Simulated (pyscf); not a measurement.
7 gas-phase steps of one pattern: hydrogen abstraction on the doublet surface, H–H broken and H–Si/Ge/Sn formed. Single points on ωB97X-D3(BJ)/def2-SVP structures (PySCF, gas phase). Electronic energies in kcal/mol, from the separated reactants; ΔE‡ and ΔE at ωB97M-D3(BJ)/def2-TZVP. Rows were drawn at random from the steps of this pattern with a verified saddle, stable references and no exit in the data more than 5 kcal/mol lower.

```csv
row,step,ΔE,ΔE‡
1,F–SiH₂• (SMILES F[SiH2]) + H₂ (SMILES [H][H]) → F–SiH₃ (SMILES F[SiH3]) + H• (SMILES [H]),+9.0,14.8
2,H₃C–SiH₂• (SMILES C[SiH2]) + H₂ (SMILES [H][H]) -> H₃C–SiH₃ (SMILES C[SiH3]) + H• (SMILES [H]),+10.3,15.1
3,HO–SiH₂• (SMILES O[SiH2]) + H₂ (SMILES [H][H]) -> HO–SiH₃ (SMILES O[SiH3]) + H• (SMILES [H]),+10.4,15.3
4,H₂N–SiH₂• (SMILES N[SiH2]) + H₂ (SMILES [H][H]) -> H₂N–SiH₃ (SMILES N[SiH3]) + H• (SMILES [H]),+12.5,16.5
5,HO–GeH₂• (SMILES [OH][GeH2]) + H₂ (SMILES [H][H]) -> HO–GeH₃ (SMILES [OH][GeH3]) + H• (SMILES [H]),+21.0,?
6,•H₂Ge–I (SMILES [GeH2][I]) + H₂ (SMILES [H][H]) -> H₃Ge–I (SMILES [GeH3][I]) + H• (SMILES [H]),+22.5,25.3
7,HS–GeH₂• (SMILES [SH][GeH2]) + H₂ (SMILES [H][H]) → HS–GeH₃ (SMILES [SH][GeH3]) + H• (SMILES [H]),+22.7,25.4
```

Q: Fit ΔE‡ = a + b·ΔE to the other rows and predict row 5.

A: Over the 6 complete rows the means are +14.6 (ΔE) and 18.7 (ΔE‡); least squares gives b = 0.81 and a = 6.9 kcal/mol, with residuals of 0.3 kcal/mol (root mean square; largest 0.6, row 1). For row 5: 6.9 + 0.81 × (+21.0) = 23.9 kcal/mol. The computed barrier is 23.9 kcal/mol, 0.0 under the line. The line follows these rows closely. A slope of 0.81 suggests late, product-like saddles. Each barrier is that of the saddle found. Elements up to Kr have no core potential and no relativistic terms here. Elements past Kr carry the def2 core potentials, without spin-orbit coupling.
